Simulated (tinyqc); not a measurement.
The basis set: RHF and MP2 along a ladder of basis sets, for HF, spin multiplicity 1. Computed by the program tinyqc with PySCF. Same geometry throughout; the dipole is taken about the origin.

Geometry (angstrom):
```
atom       x       y       z
F     0.0000  0.0000  0.0000
H     0.0000  0.0000  0.8430
```

RHF and frozen-core MP2 in a ladder of bases:
```
basis    functions  E(RHF) (hartree)  E(MP2 corr) (hartree)  HOMO (eV)  LUMO (eV)  dipole (debye)
sto-3g           6        -98.552250              -0.014297   -12.7218    19.3158          1.3622
3-21g           11        -99.448325              -0.117480   -16.4681     8.0102          2.0778
6-31g           11        -99.975298              -0.123648   -17.3571     6.2466          2.1911
6-31g**         19       -100.005339              -0.178444   -17.2704     6.5402          1.8472
cc-pvdz         19       -100.014653              -0.198369   -17.3273     5.3932          1.8017
cc-pvtz         44       -100.053971              -0.268158   -17.7215     4.1819          1.8009
```

Estimate the missing row, basis = aug-cc-pvdz.

Computed row:
```
basis        functions  E(RHF) (hartree)  E(MP2 corr) (hartree)  HOMO (eV)  LUMO (eV)  dipole (debye)
aug-cc-pvdz         32       -100.028936              -0.217951   -17.9216     1.0260          1.7903
```

From cc-pVDZ to cc-pVTZ the RHF energy falls by 39.3 mhartree and the correlation energy by 69.8. If valence correlation converges as X^-3, (27 E(T) - 8 E(D))/19 gives -0.2975 hartree, a rough estimate from such small X that usually falls short; STO-3G holds about 5 % of it. Beyond STO-3G the LUMO moves by 7.0 eV and the HOMO by 1.5 eV; diffuse functions lower the positive LUMO sharply, since an unbound virtual level tracks the most diffuse function.
